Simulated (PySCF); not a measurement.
A GIAO shielding run with PySCF 2.14 (density fitting, non-relativistic, gas phase) on `C1(F)C=C1`, C$_{3}$H$_{3}$F:

```
$ OMP_NUM_THREADS=1 python probes_run.py task.json out

{"job": {"kind": "nmr", "xc": "BLYP", "basis": "pcSseg-2", "pop": false}, "charge": 0, "multiplicity": 1}
F     -1.322955    -0.430021    -1.178800
C     -0.111625     0.009611    -0.703635
C      0.430089    -0.587111     0.522659
C     -0.052631     0.624393     0.626467
H      0.506613     0.328418    -1.554967
H      0.881632    -1.459317     0.990716
H     -0.298623     1.485421     1.244294
```

Hardware: 1 thread of an Arm Neoverse N1, shared host. The job also computes ring-centre shieldings.

(1) How large is the calculation?

(2) How long does it take, and how much memory does it need?

(3) And these other runs on the same molecule and hardware: GIAO shielding at B3LYP/pcSseg-2; GIAO shielding at B97-D/pcSseg-2; GIAO shielding at BP86/pcSseg-2; GIAO shielding at HF/pcSseg-2; GIAO shielding at KT2/pcSseg-2; GIAO shielding at KT3/pcSseg-2?

Answers

(1) 30 electrons, 186 basis functions and 485 auxiliary functions.

(2) 21 s of wall time, with 14 SCF cycles; peak memory 0.7 GiB. Times on a shared host scatter by some tens of per cent.

(3) B3LYP/pcSseg-2: 186 functions, 15 s; B97-D/pcSseg-2: 186 functions, 21 s; BP86/pcSseg-2: 186 functions, 21 s; HF/pcSseg-2: 186 functions, 7 s; KT2/pcSseg-2: 186 functions, 22 s; KT3/pcSseg-2: 186 functions, 21 s.
